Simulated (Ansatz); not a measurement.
```yaml
crystal:
  periodic: [false, false, false]
  atoms:
    - {symbol: As, position_ang: [0.000193, 0.000019, -0.033894]}
    - {symbol: H, position_ang: [1.209043, 0.013417, 0.846714]}
    - {symbol: H, position_ang: [-0.623719, 1.043813, 0.836850]}
    - {symbol: H, position_ang: [-0.599668, -1.058626, 0.835822]}
basis:
  gaussian: {orbitals: def2-TZVP}
hamiltonian: {xc: pbe0}
relax: {f_tol: 0.004, max_steps: 80}
```

```sh
$ ansatz run in.yaml --threads 1 --pin off --events-out ev --progress --plain --max-ram 2176MiB
```

Steps of the relaxation (energy above the last step; positions in Å, forces in eV/Å):

```
4
step 1, 34.3 meV
As    0.000    0.000   -0.034    0.003    0.000   -0.499
H     1.209    0.013    0.847    0.546    0.006    0.169
H    -0.624    1.044    0.837   -0.280    0.470    0.165
H    -0.600   -1.059    0.836   -0.269   -0.477    0.165
```

```
4
step 2, 5.1 meV
As    0.000    0.000    0.007    0.001    0.000   -0.237
H     1.277    0.014    0.833   -0.066   -0.001    0.079
H    -0.658    1.102    0.823    0.033   -0.056    0.079
H    -0.633   -1.118    0.822    0.032    0.057    0.079
```

```
4
step 3, 0.0 meV
As    0.000    0.000   -0.013    0.000    0.000   -0.033
H     1.259    0.014    0.840    0.014    0.000    0.011
H    -0.649    1.086    0.830   -0.007    0.012    0.011
H    -0.624   -1.102    0.829   -0.007   -0.012    0.011
```

```
4
step 5, 0.0 meV
As    0.000    0.000   -0.014    0.000    0.000    0.000
H     1.259    0.014    0.840    0.000    0.000    0.000
H    -0.649    1.087    0.830    0.000    0.000    0.000
H    -0.624   -1.102    0.829    0.000    0.000    0.000
```

Close pairs at the end: As1–H2 1.522 Å, As1–H3 1.522 Å, As1–H4 1.522 Å.

A stationary point of restricted PBE0 after 5 steps (its stability towards spin polarisation wasn't tested); no frequencies were run, so it isn't proven a minimum. 7 s on 1 thread of Arm Neoverse V1, shared host.
